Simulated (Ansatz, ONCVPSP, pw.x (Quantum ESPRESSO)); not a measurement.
**gallium (Ga): does the ONCV potential hold in the solid?**

gallium, optimised norm-conserving Vanderbilt (ONCV), made with ONCVPSP 4.0.1.1 (patched build) (PBEsol, scalar-relativistic). Core [Ar] 3d10, reference 4s2 4p1. Waves: 4s: rc 1.90 bohr, ncon 4, nbas 8, qcut 2.9 1/bohr, 2 projectors, debl 3.7 Ha; 4p: rc 2.75 bohr, ncon 4, nbas 7, qcut 2.6 1/bohr, 2 projectors, debl 1.1 Ha; d scattering state at 0.31 Ha: rc 2.60 bohr, ncon 5, nbas 9, qcut 4.4 1/bohr, 2 projectors, debl 3.7 Ha. Local part: polynomial inside 1.85 bohr (lpopt 3, dvloc0 1 Ha). Core correction: Teter function fitted to the true core (icmod 2), fcfact 0.55.

Atomic tests: cutoffs needed: 23 Ha and 46 Ha (the cutoffs (Ha) at which the residual kinetic energy of the hardest occupied pseudo-wave falls to 1 and 0.1 mHa per electron); ghost test: no bound ghost flagged; GHOST(+) flagged for d at 320.3 eV; largest excitation error: -160 meV (all-electron minus pseudo) for 4s1 4p0, out of 4 test configurations.

Crystal test: sc Ga in pw.x 7.5, no spin, 12³ k-points, Fermi–Dirac smearing 0.01 Ry, cutoffs 110/440 Ry. The reference is all-electron LAPW (Ansatz 0.2.0) with the same functional, mesh and smearing; V0 and B0 come from Birch–Murnaghan fits to the pressures at five volumes. Errors are pseudo minus all-electron; Δ is the rms difference of the E(V) curves that follow from these fits, minima aligned, over ±6 % about the mean V0. Mesh and smearing are coarse, so the numbers serve the comparison and aren't converged zero-temperature values; the lattice is a test structure that the element need not adopt.

All-electron: a0 = 2.663 Å (V0 = 18.89 Å³/atom), B0 = 58.1 GPa.

Question: How far does the potential miss the all-electron equation of state?

Answer: mean pressure error (GPa): -1.80; a0 (Å): 2.635; a0 error (%): -1.06; B0 error (%): +5.2; Δ (meV/atom): 7.7. The largest radius (2.75 bohr) exceeds half the bond length (2.52 bohr), so the spheres overlap, which is one possible source of error among others. This is a poor potential for the solid.

```json
{"V (Å³/atom)": "18.058", "P all-electron (GPa)": "2.91", "P pseudo (GPa)": "0.85"}
{"V (Å³/atom)": "18.533", "P all-electron (GPa)": "1.17", "P pseudo (GPa)": "-0.74"}
{"V (Å³/atom)": "19.008", "P all-electron (GPa)": "-0.34", "P pseudo (GPa)": "-2.13"}
{"V (Å³/atom)": "19.483", "P all-electron (GPa)": "-1.67", "P pseudo (GPa)": "-3.33"}
{"V (Å³/atom)": "19.958", "P all-electron (GPa)": "-2.82", "P pseudo (GPa)": "-4.38"}
```

Question: At the middle volume, how do free energy and pressure move when the wave cutoff is lowered (ecutrho kept at four times it)?

Answer:

```
cutoff (Ry)  shift of F (meV/atom)  shift of P (GPa)
         50                  +41.6             -0.24
         66                  +34.3             -0.17
         88                   +9.9             -0.40
```

The run at the middle volume (84 k-points, 7 iterations) took about 19 s on one core of a shared host (Neoverse-V1, 32 threads, 247 GiB, load 20).
